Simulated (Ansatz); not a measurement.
# NO (nitric oxide): the energy to break a bond

NO has 2 atoms, charge 0, and is taken as a doublet. SMILES: `[N]=O`. Geometry: optimised at wB97X-V/def2-SVP.

```xyz
2

N    -0.4858    0.1778   -0.2451
O     0.4858   -0.1778    0.2451
```

Wanted: the dissociation energy of the O2–N1 bond into triplet O and quartet N (shapes relaxed at wB97X-V/def2-SVP, no zero-point term). 1 Eh = 2625.50 kJ/mol = 27.2114 eV. Totals in Eh; open shells run unrestricted unless said.

```
                level  program           NO   triplet O   quartet N
      UPBE/def2-TZVPP   Ansatz  -129.815781  -75.009672  -54.532142
 U-wB97M-V/def2-TZVPP   Ansatz  -129.916189  -75.077171  -54.592608
UCAM-B3LYP/def2-TZVPP   Ansatz  -129.903092  -75.073255  -54.582631
```

Problem. Work out the dissociation energy at each level.

Solution. 
1. UPBE/def2-TZVPP: (-75.009672) + (-54.532142) − (-129.815781) = 0.273967 Eh = 719.3 kJ/mol = 7.46 eV.
2. U-wB97M-V/def2-TZVPP: (-75.077171) + (-54.592608) − (-129.916189) = 0.246410 Eh = 646.9 kJ/mol = 6.71 eV.
3. UCAM-B3LYP/def2-TZVPP: (-75.073255) + (-54.582631) − (-129.903092) = 0.247206 Eh = 649.0 kJ/mol = 6.73 eV.

The levels span 647 to 719 kJ/mol; no measured value is set beside them. A bond enthalpy at 298 K also holds the loss of zero-point energy and thermal terms.
